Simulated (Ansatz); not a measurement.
Reaction (cleavage of the Si–B bond): `B[SiH2]Cl` + H₂S → `S[SiH2]Cl` + BH₃

Program: Ansatz. Geometries: PBE0-D4/def2-TZVP. ΔE: electronic, gas phase. CCSD(T)/CBS is the MP2 limit (def2-TZVPP, def2-QZVPP) plus CCSD(T) − MP2 in def2-TZVPP, frozen cores. This one scheme is used for every species. DFT in def2-TZVPP. HSE06 is defined as in plane-wave codes. Each species was taken in one conformer, which may not be the lowest.

```csv
level,ΔE (eV)
HSE06-D4,-0.76
ωB97M-V,-0.82
```

(1) What does CCSD(T)/CBS give? (Best estimate.)

Largest T1 diagnostic among the species: 0.010.

Answers

(1) The calculation gave: -0.80 eV. The listed levels differ from it by 0.04, -0.02 eV.

Leaving LDA and LC-ωPBE aside and taking each functional with its dispersion term where it has one, the values, not all of them listed here, spread over 0.11 eV, from BHLYP-D4 to PBE-D4. At CCSD(T), def2-SVP lies +0.10 eV from the extrapolated value and def2-TZVPP +0.03 eV. From PBE to PBE0 (25 % exact exchange), in def2-TZVPP and without D4, ΔE moves by −0.04 eV.
